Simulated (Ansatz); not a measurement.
**How far each method lies from full CI for GeAs⁺, triplet**

Geometry: a PBE0/def2-TZVP stationary point for this spin.

```xyz
2

Ge    0.0000    0.0000    0.0000
As    0.0000    0.0000    2.4053
```

Basis cc-pVDZ; Ansatz 0.2.0. Correlated methods freeze the noble-gas cores and the filled d shells of p-block atoms, which leaves 8 electrons in 26 orbitals. R marks a restricted (for open shells ROHF) determinant, U an unrestricted one. Active spaces: valence = (8e, 8o) chosen from the atoms' valence shells. No spin–orbit coupling is included, and no scalar relativity.

Full CI is exact within this basis and frozen core; it isn't the basis-set limit. The frozen core follows each run's orbitals, which can shift R against U totals by a few meV for light atoms and by up to 0.1 eV past Ca.

For open shells CISD and CISDTQ are restricted-active-space CI with the open shells as a complete middle space.

* UHF ⟨S²⟩: 2.014
* T1 diagnostic (RCCSD): 0.0315
* largest doubles amplitude (RCCSD): 0.080

```tsv
level	E − E(full CI) (kcal/mol)	share of correlation (%)	wall time
RHF	98.73	0.00	–
RMP2	23.49	76.21	–
CISD	10.26	89.60	7 s
RCCSD	4.63	95.31	–
RCCSD(T)	1.11	98.87	16 s
BCCD(T)	1.13	98.85	16 s
RCCSDT	0.25	99.74	–
CISDTQ	0.37	99.63	14 s (H100)
RCCSDT(Q)	0.03	99.97	26 s
RCCSDTQ	0.00	100.00	35 s (H100)
CASSCF (valence space)	64.84	34.33	–
NEVPT2 (valence space)	14.38	85.43	12 s
MRCISD (valence space)	3.89	96.06	–
MRCISD+Q (valence space)	-0.18	100.19	12 s
```

The correlation energy at full CI, counted from RHF, is -4.281 eV. That run took 32 s on 2 threads of AMD EPYC 7R13 with a shared H100 80 GB, shared host over 55,868,912 determinants.

Run but not shown, since their state, orbitals or frozen core can't be matched to the reference's or they repeat it: UHF, UMP2, UCCSD, UCCSD(T), UCCSDT, UCCSDT(Q), UCCSDTQ.

Times hold each run's SCF and search for its determinant on a shared host, so for small cases they say little of a method's own cost; rows without a card ran on 1 thread of AMD EPYC 7R13.

Not variational, and here over 5 meV under the exact energy: MRCISD+Q (valence space).

The full-CI state has the irrep A2 of C2v, in the program's axes (one component, if the state is degenerate).

Natural occupations of full CI about the gap: 1.957 1.928 1.894 0.976 0.976 0.061 0.056 0.056 0.014 0.014; effectively unpaired electrons, Σ n²(2−n)², 2.11.
